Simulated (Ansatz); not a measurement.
# CHNS: the cost of one run

Computed with Ansatz 0.2.0 (Hartree-Fock, Gaussian basis cc-pV(T+d)Z, and further levels as typed in the inputs, unless a step's input says otherwise).

**1. Starting point**

Bond lengths: H1–C2 1.060 Å, C2–N3 1.170 Å, N3–S4 1.600 Å. Angles: H1–C2–N3 155.0°, C2–N3–S4 172.0°.

As a file:

```xyz
4

H    -1.7077   -0.3642    0.0000
C    -0.6477   -0.3642    0.0000
N     0.4127    0.1303    0.0000
S     1.9428    0.5981    0.0000
```

**2. Relaxing the atoms: CHNS**

Contents of input.yaml:

```yaml
relax:
  f_tol: 0.001
  max_steps: 200
crystal:
  periodic: [false, false, false]
  atoms:
    - { symbol: H, position_ang: [-1.707712, -0.36418, 0.0] }
    - { symbol: C, position_ang: [-0.647712, -0.36418, 0.0] }
    - { symbol: "N", position_ang: [0.412668, 0.130283, 0.0] }
    - { symbol: S, position_ang: [1.942756, 0.598078, 0.0] }
basis:
  gaussian: { orbitals: "cc-pV(T+d)Z.json" }
hamiltonian:
  xc: hf
```

Run with:

```sh
$ ansatz run input.yaml --threads 4 --pin off --max-ram 6144MiB --backend cpu --events-out ev --progress --plain --runs-dir out
```

What time and memory should one allow on 4 threads of AMD EPYC 7R13 (Zen 3), shared host?

About 4.7 s, with a peak of 0.19 GiB.
